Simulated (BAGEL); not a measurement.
# C2H6Si (vinylsilane): PBE0/6-311+G(d,p) (density fitting with qzvpp-jkfit)

Aim: the energy change on altering one bond length of C2H6Si (vinylsilane) at PBE0/6-311+G** (density fitting with qzvpp-jkfit), from 2 runs. 

The calculation is run with BAGEL 1.2.2.

## 1. The system as given

C2H6Si: 9 atoms, total charge 0, spin state singlet. As SMILES, `C=C[SiH3]`. The shape is that of a PBE0-D4/def2-TZVP optimisation.

Bond lengths: C1–C2 1.330 Å, C2–Si3 1.859 Å, C1–H4 1.087 Å, C1–H5 1.087 Å, C2–H6 1.089 Å, Si3–H7 1.488 Å, Si3–H8 1.487 Å, Si3–H9 1.488 Å. Some angles: C1–C2–Si3 123.1°, C1–C2–H6 118.1°, Si3–C2–H6 118.8°, C2–C1–H4 121.7°, C2–C1–H5 122.2°, C2–Si3–H7 110.8°, C2–Si3–H8 109.0°, C2–Si3–H9 110.8°, H4–C1–H5 116.1°, H7–Si3–H8 109.3°.

## 2. The energy at PBE0/6-311+G(d,p) (density fitting with qzvpp-jkfit)

File calc.json:

```json
{ "bagel" : [

{
  "title" : "molecule",
  "basis" : "6-311+gss.json",
  "df_basis" : "qzvpp-jkfit",
  "angstrom" : "true",
  "geometry" : [
    { "atom" : "C", "xyz" : [      -0.713700,       0.870200,      -1.048300 ] },
    { "atom" : "C", "xyz" : [      -0.071300,       0.712500,       0.105600 ] },
    { "atom" : "Si", "xyz" : [       0.560600,      -0.932000,       0.700100 ] },
    { "atom" : "H", "xyz" : [      -0.905700,       0.033000,      -1.713900 ] },
    { "atom" : "H", "xyz" : [      -1.076700,       1.838600,      -1.381500 ] },
    { "atom" : "H", "xyz" : [       0.089400,       1.592000,       0.727600 ] },
    { "atom" : "H", "xyz" : [       2.035800,      -0.893900,       0.893800 ] },
    { "atom" : "H", "xyz" : [       0.223400,      -1.972400,      -0.307300 ] },
    { "atom" : "H", "xyz" : [      -0.053200,      -1.294300,       2.006700 ] }
  ]
},

{
  "title" : "ks",
  "xc_func" : "pbe0"
},

{
  "title" : "print",
  "file" : "orbitals.molden",
  "orbitals" : "true"
}

]}
```

The basis set 6-311+G** is read from a file made from the Basis Set Exchange's data (not shown).

On the command line:

```console
$ BAGEL_NUM_THREADS=1 BAGEL calc.json > calc.out
```

What it wrote:

```text
* using 1 threads per process

  ===============================================================
  ===============================================================

  *** Geometry ***

  { "atom" : "C", "xyz" : [     -1.348698,      1.644440,     -1.981000 ] },
  { "atom" : "C", "xyz" : [     -0.134737,      1.346430,      0.199555 ] },
  { "atom" : "Si", "xyz" : [      1.059380,     -1.761225,      1.322997 ] },
  { "atom" : "H", "xyz" : [     -1.711525,      0.062361,     -3.238802 ] },
  { "atom" : "H", "xyz" : [     -2.034668,      3.474450,     -2.610657 ] },
  { "atom" : "H", "xyz" : [      0.168942,      3.008444,      1.374965 ] },
  { "atom" : "H", "xyz" : [      3.847104,     -1.689226,      1.689037 ] },
  { "atom" : "H", "xyz" : [      0.422165,     -3.727296,     -0.580713 ] },
  { "atom" : "H", "xyz" : [     -0.100533,     -2.445873,      3.792113 ] },

  Number of auxiliary basis functions:      386

  Since a DF basis is specified, we compute 2- and 3-index integrals:
    o Being stored without compression. Storage requirement is 0.037 GB

  Number of basis functions:      110
  Number of electrons      :       32

    * METHOD: MOLECULE                             0.18

  *** Kohn-Sham DFT ***

    * Removing 15024 points whose weight is below 1.00e-10
    * Grid points: 119130

  === Nuclear Repulsion ===
    98.3219083629

       - DIIS with orbital gradients will be used.

  === KS iteration (pbe0 / 6-311+gss.json) ===
      0       -282.02917165          0.26813274           0.43
      1       -237.40657334          0.17498848           0.39
      2       -285.98306299          0.23347270           0.41
      3       -344.19880654          0.16525371           0.39
      4       -345.46050793          0.16758391           0.42
      5       -355.50774150          0.13150995           0.41
      6       -358.05126319          0.13632261           0.42
      7       -266.03604779          0.20704684           0.44
      8       -368.74231885          0.02874136           0.43
      9       -369.00524485          0.01134689           0.42
     10       -369.06891373          0.00512767           0.42
     11       -369.07533359          0.00285608           0.40
     12       -369.07855463          0.00022927           0.43
     13       -369.07857129          0.00012064           0.45
     14       -369.07857644          0.00003018           0.41
     15       -369.07857675          0.00000325           0.40
     16       -369.07857675          0.00000240           0.41
     17       -369.07857675          0.00000030           0.41
     18       -369.07857675          0.00000010           0.41
     19       -369.07857675          0.00000003           0.40
     20       -369.07857675          0.00000002           0.39
     21       -369.07857675          0.00000000           0.40
    * SCF iteration converged.

    * Permanent dipole moment:
           (    0.106819,    -0.215212,     0.123295) a.u.

    * METHOD: KS                                   9.89

    * METHOD: PRINT                                0.03

  ===============================================================
```

Run time: 11 s. Hardware: 1 thread of Arm Neoverse V1, shared host; peak memory 0.58 GiB.

## 3. The distorted shape at the same level

File job.json:

```json
{ "bagel" : [

{
  "title" : "molecule",
  "basis" : "6-311+gss.json",
  "df_basis" : "qzvpp-jkfit",
  "angstrom" : true,
  "geometry" : [
    { "atom" : "C", "xyz" : [   -0.612545,    1.182305,   -0.746095 ] },
    { "atom" : "C", "xyz" : [    0.029855,    1.024605,    0.407805 ] },
    { "atom" : "Si", "xyz" : [    0.661755,   -0.619895,    1.002305 ] },
    { "atom" : "H", "xyz" : [   -0.804545,    0.345105,   -1.411695 ] },
    { "atom" : "H", "xyz" : [   -0.975545,    2.150705,   -1.079295 ] },
    { "atom" : "H", "xyz" : [    0.190555,    1.904105,    1.029805 ] },
    { "atom" : "H", "xyz" : [    2.136955,   -0.581795,    1.196005 ] },
    { "atom" : "H", "xyz" : [    0.223400,   -1.972400,   -0.307300 ] },
    { "atom" : "H", "xyz" : [    0.047955,   -0.982195,    2.308905 ] }
  ]
},
{
  "title" : "ks",
  "xc_func" : "pbe0"
},
{
  "title" : "print",
  "file" : "orbitals.molden",
  "orbitals" : true
}

]}
```

The basis set 6-311+G** is read from a file made from the Basis Set Exchange's data (not shown).

On the command line:

```console
$ BAGEL_NUM_THREADS=1 BAGEL job.json > job.out
```

What it wrote:

```text
* using 1 threads per process

  ===============================================================
  ===============================================================

  *** Geometry ***

  { "atom" : "C", "xyz" : [     -1.157542,      2.234233,     -1.409915 ] },
  { "atom" : "C", "xyz" : [      0.056418,      1.936223,      0.770640 ] },
  { "atom" : "Si", "xyz" : [      1.250536,     -1.171432,      1.894082 ] },
  { "atom" : "H", "xyz" : [     -1.520370,      0.652154,     -2.667717 ] },
  { "atom" : "H", "xyz" : [     -1.843513,      4.064243,     -2.039572 ] },
  { "atom" : "H", "xyz" : [      0.360097,      3.598237,      1.946049 ] },
  { "atom" : "H", "xyz" : [      4.038260,     -1.099433,      2.260122 ] },
  { "atom" : "H", "xyz" : [      0.422165,     -3.727296,     -0.580713 ] },
  { "atom" : "H", "xyz" : [      0.090622,     -1.856080,      4.363198 ] },

  Number of auxiliary basis functions:      386

  Since a DF basis is specified, we compute 2- and 3-index integrals:
    o Being stored without compression. Storage requirement is 0.037 GB

  Number of basis functions:      110
  Number of electrons      :       32

    * METHOD: MOLECULE                             0.18

  *** Kohn-Sham DFT ***

    * Removing 14656 points whose weight is below 1.00e-10
    * Grid points: 119498

  === Nuclear Repulsion ===
    96.8907086306

       - DIIS with orbital gradients will be used.

  === KS iteration (pbe0 / 6-311+gss.json) ===
      0       -282.20047702          0.26422884           0.46
      1       -240.48644455          0.17435896           0.42
      2       -285.90315521          0.22891487           0.42
      3       -344.35802198          0.16191089           0.40
      4       -349.16374519          0.13426698           0.40
      5       -363.78851353          0.10414101           0.40
      6       -358.33134771          0.11717744           0.43
      7       -350.62927352          0.13127161           0.42
      8       -368.28439993          0.04084369           0.41
      9       -368.95130715          0.01658083           0.41
     10       -369.03482148          0.00368652           0.41
     11       -369.04197050          0.00110518           0.42
     12       -369.04247546          0.00027215           0.44
     13       -369.04250284          0.00012318           0.41
     14       -369.04250843          0.00002357           0.40
     15       -369.04250863          0.00000535           0.44
     16       -369.04250864          0.00000134           0.42
     17       -369.04250864          0.00000030           0.40
     18       -369.04250864          0.00000008           0.42
     19       -369.04250864          0.00000002           0.42
     20       -369.04250864          0.00000001           0.40
     21       -369.04250864          0.00000000           0.41
    * SCF iteration converged.

    * Permanent dipole moment:
           (    0.066717,    -0.441183,    -0.033130) a.u.

    * METHOD: KS                                   9.93

    * METHOD: PRINT                                0.03

  ===============================================================
```

Wall time 11 s (1 thread of Arm Neoverse V1, shared host); peak memory 0.58 GiB.

## 4. Summary of results

At PBE0/6-311+G** (density fitting with qzvpp-jkfit):

```
                                                          quantity          value
                                         first shape: total energy  -369.07858 Eh
                                        first shape: dipole moment         0.69 D
                                          first shape: HOMO energy       -8.00 eV
                                          first shape: LUMO energy       -0.51 eV
                                        first shape: HOMO–LUMO gap        7.50 eV
                                     distorted shape: total energy  -369.04251 Eh
                                    distorted shape: dipole moment         1.14 D
                                      distorted shape: HOMO energy       -8.12 eV
                                      distorted shape: LUMO energy       -0.61 eV
                                    distorted shape: HOMO–LUMO gap        7.51 eV
energy change with the Si3–H8 bond stretched from 1.487 to 1.933 Å       0.981 eV
```

What this shows: With the Si3–H8 bond stretched from 1.487 to 1.933 Å the energy rises by 0.98 eV (94.7 kJ/mol). The first shape isn't relaxed at this level, so the change isn't measured from a minimum.
